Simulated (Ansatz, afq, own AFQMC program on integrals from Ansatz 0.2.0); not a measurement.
AFQMC on a folder of integrals that Ansatz 0.2.0 wrote.

```yaml
crystal:
  periodic: [false, false, false]
  atoms:
    - {symbol: Ga, position_ang: [0.000000, 0.000000, 0.000000]}
basis:
  gaussian: {orbitals: cc-pVDZ}
magnetization: {spin_polarized: false, initial_magnetization: 3}
correlation: {method: ccsd_t, electrons: outside_noble_gas, hamiltonian_folder: ham}
```

```sh
$ ansatz run in.yaml --threads 1 --pin off --events-out ev --progress --plain --max-ram 1843MiB
```

Options of the walk:

```
--method free --trial cisd --walkers 200 --time-step 0.03 --max-blocks 80 --target-error 0.00021 --factor-cut 1e-05 --seed 5148 --times 0,0.3,0.6,1.2,1.8,2.4,3.6,4.8,6 --taylor-order 8
```

Times are imaginary, in 1/Eh. The walk had a cap of 397 s. Filled inner d shells are frozen with the cores.

afq prints:

```
orbitals 13  electrons 3 0  factors 69 of 193
reference energy -1923.07642647 Eh
CCSD correlation -0.01004533 Eh in 8 cycles, weight of the determinant in the CISD state 0.9884
repeat  energy at the last time / Eh  error
    10  -1923.086496  0.000003
    20  -1923.086493  0.000002
    30  -1923.086492  0.000002
time / (1/Eh)  energy / Eh  error  mean overlap
  0.00  -1923.086472  0.000000  1.0117
  0.30  -1923.086479  0.000000  1.0112
  0.60  -1923.086485  0.000000  1.0085
  1.20  -1923.086489  0.000001  1.0107
  1.80  -1923.086491  0.000001  1.0118
  2.40  -1923.086492  0.000001  1.0103
  3.60  -1923.086492  0.000001  1.0098
  4.80  -1923.086495  0.000001  1.0109
  6.00  -1923.086492  0.000002  1.0107
energy -1923.086492 +/- 0.000002 Eh
```

The run passed its tests (error under three times the target), which doesn't prove that it has relaxed.

Against this walk (error 0.0 meV) on the same determinant: CCSD(T) 0.2 meV higher, full CI 0.1 meV lower (within the noise). The error is statistical, and a free projection of finite length keeps a remainder of its start. The last points scatter (meV from the last: 0.02 ± 0.03 at 1.80, 0.00 ± 0.03 at 2.40, -0.01 ± 0.03 at 3.60, -0.09 ± 0.04 at 4.80, 0.00 ± 0.04 at 6.00); the last is the one printed as the energy, and the gaps above move with that scatter.

Cautions: remainder of the start not in the error; no relativity below Rb; no spin-orbit coupling; inner d shell frozen; another spin lies lower (by 4.05 eV).

The walk took 33 s on 1 thread of Intel(R) Xeon(R) Platinum 8259CL CPU @ 2.50GHz (Skylake/Cascade Lake), on a shared host. The log's last line is the free-projection energy.

A walk keeps the symmetry of its determinant, which the program's search chose and which needn't be the lowest solution, so a lower state of the same spin and another symmetry isn't excluded.
